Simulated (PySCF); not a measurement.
PySCF input (HF/d-aug-cc-pVDZ):

```python
import numpy as np, basis_set_exchange as bse
from pyscf import gto, scf, dft, df
from pyscf.prop.polarizability import rhf as pol

basis = {'C': gto.basis.parse(bse.get_basis('d-aug-cc-pVDZ', elements=['C'], fmt='nwchem')), 'F': gto.basis.parse(bse.get_basis('d-aug-cc-pVDZ', elements=['F'], fmt='nwchem')), 'H': gto.basis.parse(bse.get_basis('d-aug-cc-pVDZ', elements=['H'], fmt='nwchem'))}…
mol = gto.M(
    atom='''
    C     0.00476229    0.43392420   -0.00203639
    C     1.18383408   -0.15360148    0.00493325
    F    -1.14596015   -0.26718838   -0.00280751
    H    -0.17580160    1.50100015   -0.00772733
    H     1.28003303   -1.23028006    0.01036986
    H     2.07783169    0.45203897    0.00524394
    ''',
    basis=basis,
    charge=0,
    verbose=4,
    max_memory=7359,
)
mf = scf.RHF(mol)
mf = mf.density_fit(auxbasis=df.autoaux(mol))
mf.conv_tol = 1e-9
mf.max_cycle = 100
print('smallest overlap eigenvalue', np.linalg.eigvalsh(mol.intor('int1e_ovlp'))[0])
mf.kernel()
dip = mf.dip_moment()
p = pol.Polarizability(mf)
p.max_cycle_cphf = 60
alpha = p.polarizability()
print('polarisability/bohr^3', alpha.trace() / 3)
```

Output:

```
PySCF version 2.14.0

[INPUT] verbose = 4
[INPUT] num. atoms = 6
[INPUT] num. electrons = 24
[INPUT] charge = 0
[INPUT] spin (= nelec alpha-beta = 2S) = 0
[INPUT] symmetry False subgroup None
[INPUT] Mole.unit = angstrom
[INPUT] Symbol           X                Y                Z      unit          X                Y                Z       unit  Magmom
[INPUT]  1 C      0.004762290000   0.433924200000  -0.002036390000 AA    0.008999423826   0.819997896821  -0.003848219383 Bohr   0.0
[INPUT]  2 C      1.183834080000  -0.153601480000   0.004933250000 AA    2.237122188126  -0.290264729528   0.009322491404 Bohr   0.0
[INPUT]  3 F     -1.145960150000  -0.267188380000  -0.002807510000 AA   -2.165550833165  -0.504912861866  -0.005305424992 Bohr   0.0
[INPUT]  4 H     -0.175801600000   1.501000150000  -0.007727330000 AA   -0.332216876260   2.836479196431  -0.014602537374 Bohr   0.0
[INPUT]  5 H      1.280033030000  -1.230280060000   0.010369860000 AA    2.418911857097  -2.324892369913   0.019596195350 Bohr   0.0
[INPUT]  6 H      2.077831690000   0.452038970000   0.005243940000 AA    3.926532827042   0.854229850930   0.009909610414 Bohr   0.0

nuclear repulsion = 67.55382768604
number of shells = 45
number of NR pGTOs = 177
number of NR cGTOs = 135
basis = {'C': [[0, [6665.0, 0.000692, -0.000146, 0.0], [1000.0, 0.005329, -0.001154, 0.0], [228.0, 0.027077, -0.005725, 0.0], [64.71, 0.101718, -0.023312, 0.0], [21.06, 0.27474, -0.063955, 0.0], [7.495, 0.448564, -0.149981, 0.0], [2.797, 0.285074, -0.127262, 0.0], [0.5215, 0.015204, 0.544529, 0.0], [0.1596, -0.003191, 0.580496, 1.0]], [0, [0.0469, 1.0]], [0, [0.0138, 1.0]], [1, [9.439, 0.038109, 0.0], [2.002, 0.20948, 0.0], [0.5456, 0.508557, 0.0], [0.1517, 0.468842, 1.0]], [1, [0.04041, 1.0]], [1, [0.0108, 1.0]], [2, [0.55, 1.0]], [2, [0.151, 1.0]], [2, [0.0415, 1.0]]], 'F': [[0, [14710.0, 0.000721, -0.000165, 0.0], [2207.0, 0.005553, -0.001308, 0.0], [502.8, 0.028267, -0.006495, 0.0], [142.6, 0.106444, -0.026691, 0.0], [46.47, 0.286814, -0.07369, 0.0], [16.7, 0.448641, -0.170776, 0.0], [6.356, 0.264761, -0.112327, 0.0], [1.316, 0.015333, 0.562814, 0.0], [0.3897, -0.002332, 0.568778, 1.0]], [0, [0.09863, 1.0]], [0, [0.025, 1.0]], [1, [22.67, 0.044878, 0.0], [4.977, 0.235718, 0.0], [1.347, 0.508521, 0.0], [0.3471, 0.45812, 1.0]], [1, [0.08502, 1.0]], [1, [0.0208, 1.0]], [2, [1.64, 1.0]], [2, [0.464, 1.0]], [2, [0.131, 1.0]]], 'H': [[0, [13.01, 0.019685, 0.0], [1.962, 0.137977, 0.0], [0.4446, 0.478148, 0.0], [0.122, 0.50124, 1.0]], [0, [0.02974, 1.0]], [0, [0.00725, 1.0]], [1, [0.727, 1.0]], [1, [0.141, 1.0]], [1, [0.0273, 1.0]]]}
ecp = {}
ETB for H: l = 0, exps = 0.0145 * 1.8^n , n = 0..13
ETB for H: l = 1, exps = 0.034550000000000004 * 2^n , n = 0..6
ETB for H: l = 2, exps = 0.0546 * 2.2^n , n = 0..5
ETB for F: l = 0, exps = 0.0416 * 1.8^n , n = 0..17
ETB for F: l = 1, exps = 0.0416 * 1.8^n , n = 0..14
ETB for F: l = 2, exps = 0.0416 * 1.8^n , n = 0..14
ETB for F: l = 3, exps = 0.1518 * 2.2^n , n = 0..4
ETB for C: l = 0, exps = 0.0216 * 1.8^n , n = 0..17
ETB for C: l = 1, exps = 0.0216 * 1.8^n , n = 0..14
ETB for C: l = 2, exps = 0.0216 * 1.8^n , n = 0..13
ETB for C: l = 3, exps = 0.0523 * 2.2^n , n = 0..4
smallest overlap eigenvalue 1.598139626039395e-06

******** <class 'pyscf.df.df_jk.DFRHF'> ********
method = DFRHF
initial guess = minao
damping factor = 0
level_shift factor = 0
DIIS = <class 'pyscf.scf.diis.CDIIS'>
diis_start_cycle = 1
diis_space = 8
diis_damp = 0
SCF conv_tol = 1e-09
SCF conv_tol_grad = None
SCF max_cycles = 100
direct_scf = False
Set gradient conv threshold to 3.16228e-05
Initial guess from minao.
******** <class 'pyscf.df.df.DF'> ********
auxbasis = {'H': [[0, [np.float64(30.193299055223203), 1]], [0, [np.float64(16.77405503067956), 1]], [0, [np.float64(9.318919461488642), 1]], [0, [np.float64(5.1771774786048015), 1]], [0, [np.float64(2.876209710336001), 1]], [0, [np.float64(1.5978942835200005), 1]], [0, [np.float64(0.8877190464000002), 1]], [0, [np.float64(0.49317724800000007), 1]], [0, [np.float64(0.27398736000000007), 1]], [0, [np.float64(0.15221520000000002), 1]], [0, [np.float64(0.08456400000000001), 1]], [0, [np.float64(0.04698000000000001), 1]], [0, [np.float64(0.0261), 1]], [0, [np.float64(0.0145), 1]], [1, [np.float64(2.2112000000000003), 1]], [1, [np.float64(1.1056000000000001), 1]], [1, [np.float64(0.5528000000000001), 1]], [1, [np.float64(0.27640000000000003), 1]], [1, [np.float64(0.13820000000000002), 1]], [1, [np.float64(0.06910000000000001), 1]], [1, [np.float64(0.034550000000000004), 1]], [2, [np.float64(2.813883072000001), 1]], [2, [np.float64(1.2790377600000005), 1]], [2, [np.float64(0.5813808000000003), 1]], [2, [np.float64(0.26426400000000005), 1]], [2, [np.float64(0.12012000000000002), 1]], [2, [np.float64(0.0546), 1]]], 'F': [[0, [np.float64(909.3392088512982), 1]], [0, [np.float64(505.1884493618322), 1]], [0, [np.float64(280.66024964546233), 1]], [0, [np.float64(155.92236091414577), 1]], [0, [np.float64(86.62353384119208), 1]], [0, [np.float64(48.124185467328935), 1]], [0, [np.float64(26.735658592960515), 1]], [0, [np.float64(14.853143662755844), 1]], [0, [np.float64(8.251746479308801), 1]], [0, [np.float64(4.584303599616001), 1]], [0, [np.float64(2.54683533312), 1]], [0, [np.float64(1.4149085184), 1]], [0, [np.float64(0.786060288), 1]], [0, [np.float64(0.43670016), 1]], [0, [np.float64(0.24261120000000003), 1]], [0, [np.float64(0.13478400000000001), 1]], [0, [np.float64(0.07488), 1]], [0, [np.float64(0.0416), 1]], [1, [np.float64(155.92236091414577), 1]], [1, [np.float64(86.62353384119208), 1]], [1, [np.float64(48.124185467328935), 1]], [1, [np.float64(26.735658592960515), 1]], [1, [np.float64(14.853143662755844), 1]], [1, [np.float64(8.251746479308801), 1]], [1, [np.float64(4.584303599616001), 1]], [1, [np.float64(2.54683533312), 1]], [1, [np.float64(1.4149085184), 1]], [1, [np.float64(0.786060288), 1]], [1, [np.float64(0.43670016), 1]], [1, [np.float64(0.24261120000000003), 1]], [1, [np.float64(0.13478400000000001), 1]], [1, [np.float64(0.07488), 1]], [1, [np.float64(0.0416), 1]], [2, [np.float64(155.92236091414577), 1]], [2, [np.float64(86.62353384119208), 1]], [2, [np.float64(48.124185467328935), 1]], [2, [np.float64(26.735658592960515), 1]], [2, [np.float64(14.853143662755844), 1]], [2, [np.float64(8.251746479308801), 1]], [2, [np.float64(4.584303599616001), 1]], [2, [np.float64(2.54683533312), 1]], [2, [np.float64(1.4149085184), 1]], [2, [np.float64(0.786060288), 1]], [2, [np.float64(0.43670016), 1]], [2, [np.float64(0.24261120000000003), 1]], [2, [np.float64(0.13478400000000001), 1]], [2, [np.float64(0.07488), 1]], [2, [np.float64(0.0416), 1]], [3, [np.float64(3.556006080000001), 1]], [3, [np.float64(1.6163664000000004), 1]], [3, [np.float64(0.734712), 1]], [3, [np.float64(0.33396), 1]], [3, [np.float64(0.1518), 1]]], 'C': [[0, [np.float64(472.1568969035587), 1]], [0, [np.float64(262.3093871686437), 1]], [0, [np.float64(145.72743731591316), 1]], [0, [np.float64(80.95968739772954), 1]], [0, [np.float64(44.977604109849736), 1]], [0, [np.float64(24.98755783880541), 1]], [0, [np.float64(13.881976577114115), 1]], [0, [np.float64(7.712209209507843), 1]], [0, [np.float64(4.284560671948801), 1]], [0, [np.float64(2.3803114844160005), 1]], [0, [np.float64(1.3223952691200003), 1]], [0, [np.float64(0.7346640384000002), 1]], [0, [np.float64(0.4081466880000001), 1]], [0, [np.float64(0.22674816), 1]], [0, [np.float64(0.12597120000000003), 1]], [0, [np.float64(0.069984), 1]], [0, [np.float64(0.038880000000000005), 1]], [0, [np.float64(0.0216), 1]], [1, [np.float64(80.95968739772954), 1]], [1, [np.float64(44.977604109849736), 1]], [1, [np.float64(24.98755783880541), 1]], [1, [np.float64(13.881976577114115), 1]], [1, [np.float64(7.712209209507843), 1]], [1, [np.float64(4.284560671948801), 1]], [1, [np.float64(2.3803114844160005), 1]], [1, [np.float64(1.3223952691200003), 1]], [1, [np.float64(0.7346640384000002), 1]], [1, [np.float64(0.4081466880000001), 1]], [1, [np.float64(0.22674816), 1]], [1, [np.float64(0.12597120000000003), 1]], [1, [np.float64(0.069984), 1]], [1, [np.float64(0.038880000000000005), 1]], [1, [np.float64(0.0216), 1]], [2, [np.float64(44.977604109849736), 1]], [2, [np.float64(24.98755783880541), 1]], [2, [np.float64(13.881976577114115), 1]], [2, [np.float64(7.712209209507843), 1]], [2, [np.float64(4.284560671948801), 1]], [2, [np.float64(2.3803114844160005), 1]], [2, [np.float64(1.3223952691200003), 1]], [2, [np.float64(0.7346640384000002), 1]], [2, [np.float64(0.4081466880000001), 1]], [2, [np.float64(0.22674816), 1]], [2, [np.float64(0.12597120000000003), 1]], [2, [np.float64(0.069984), 1]], [2, [np.float64(0.038880000000000005), 1]], [2, [np.float64(0.0216), 1]], [3, [np.float64(1.2251588800000004), 1]], [3, [np.float64(0.5568904000000001), 1]], [3, [np.float64(0.253132), 1]], [3, [np.float64(0.11506000000000001), 1]], [3, [np.float64(0.0523), 1]]]}
init E= -177.250817432434
  HOMO = -0.260110726954542  LUMO = 0.00785096882636774  gap/eV = 7.29161
cycle= 1 E= -176.852176412986  delta_E= 0.399  |g|= 0.472  |ddm|= 29.3
  HOMO = -0.420814228751712  LUMO = 0.00652854963865774  gap/eV = 11.62859
cycle= 2 E= -176.896179454789  delta_E= -0.044  |g|= 0.256  |ddm|= 8.33
  HOMO = -0.39072809529507  LUMO = 0.00738908990673308  gap/eV = 10.83332
cycle= 3 E= -176.907938781996  delta_E= -0.0118  |g|= 0.0482  |ddm|= 3.19
  HOMO = -0.385157798800377  LUMO = 0.00760187804259797  gap/eV = 10.68754
cycle= 4 E= -176.908717791844  delta_E= -0.000779  |g|= 0.0111  |ddm|= 1.76
  HOMO = -0.387406144268479  LUMO = 0.00760452951004611  gap/eV = 10.74879
cycle= 5 E= -176.9087673472  delta_E= -4.96e-05  |g|= 0.00389  |ddm|= 0.107
  HOMO = -0.387039048614398  LUMO = 0.00758091267255573  gap/eV = 10.73816
cycle= 6 E= -176.908774438072  delta_E= -7.09e-06  |g|= 0.00123  |ddm|= 0.0551
  HOMO = -0.386881116246798  LUMO = 0.00758359287875675  gap/eV = 10.73393
cycle= 7 E= -176.90877567807  delta_E= -1.24e-06  |g|= 0.000546  |ddm|= 0.0295
  HOMO = -0.386957975398117  LUMO = 0.00758268524506456  gap/eV = 10.73600
cycle= 8 E= -176.908775831412  delta_E= -1.53e-07  |g|= 0.000118  |ddm|= 0.00739
  HOMO = -0.38693335976336  LUMO = 0.00758229220002137  gap/eV = 10.73532
cycle= 9 E= -176.908775841588  delta_E= -1.02e-08  |g|= 3.57e-05  |ddm|= 0.00344
  HOMO = -0.386936517800152  LUMO = 0.00758208809766234  gap/eV = 10.73540
cycle= 10 E= -176.908775842455  delta_E= -8.67e-10  |g|= 1.02e-05  |ddm|= 0.000912
  HOMO = -0.386936564330944  LUMO = 0.00758200422075015  gap/eV = 10.73540
Extra cycle  E= -176.908775842512  delta_E= -5.74e-11  |g|= 4.29e-06  |ddm|= 9.21e-05
converged SCF energy = -176.908775842512
Dipole moment(X, Y, Z, Debye):  1.36932,  0.88018,  0.00070
Isotropic polarizability 27.249259772
Polarizability anisotropy 10.5675223188
polarisability/bohr^3 27.249259772032783
```
